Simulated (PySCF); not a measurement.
# How good is the calculation?

Mapped SMILES: `[CH3:1][CH2:2][CH2:3][CH:4]=[O:5]`. Hydrogens are named by the atom that carries them.

Rapidly exchanging positions averaged, non-relativistic, a single conformation, no solvent model. PBE0-D3(BJ)/def2-TZVP structure; GIAO B97-2/pcSseg-2 shieldings; PySCF 2.14.

Reference values: measured (solution, not stated per compound (mostly CDCl3 or CCl4); Pretsch, Buehlmann, Badertscher, Structure Determination of Organic Compounds, 4th ed. (2009)).
```tsv
atoms	quantity	reference	computed	computed, scaled
C3	δ ¹³C	45.7	53.0	49.1
C2	δ ¹³C	15.7	19.2	16.5
C1	δ ¹³C	13.3	16.1	13.4
H(C3)	δ ¹H	2.37	2.44	2.43
H(C2)	δ ¹H	1.64	1.62	1.66
H(C1)	δ ¹H	0.97	0.92	1.01
```

Computed shifts are σ(ref) − σ with the named reference compound (TMS for H and C) calculated as an isolated molecule at the same level. The measured values may be among those fitted. Scaled to experiment by linear calibration (H and C: mostly CDCl3 data, vs TMS): ¹³C: δ = 176.90 − 0.966σ (rms 2.0 ppm, 686 shifts, 2.1 ppm with the 3 outliers that the fit left out); ¹H: δ = 29.89 − 0.940σ (rms 0.14 ppm, 403 shifts, 0.16 ppm with the 5 outliers that the fit left out). A few per cent of atoms miss by over 2 rms, more outside the fitted compound classes.

**Question.** How far are the unscaled ¹³C shifts from the references?

**Answer.** Mean signed difference +4.53 ppm, mean absolute 4.53 ppm over 3 comparisons; the largest is +7.3 ppm at C3 (sp3 CH2 α to a carbonyl).

**Question.** How far are the unscaled ¹H shifts from the references?

**Answer.** Mean signed difference +0.00 ppm, mean absolute 0.05 ppm over 3 comparisons; the largest is +0.07 ppm at H(C3) (hydrogen on an sp3 CH2 α to a carbonyl).
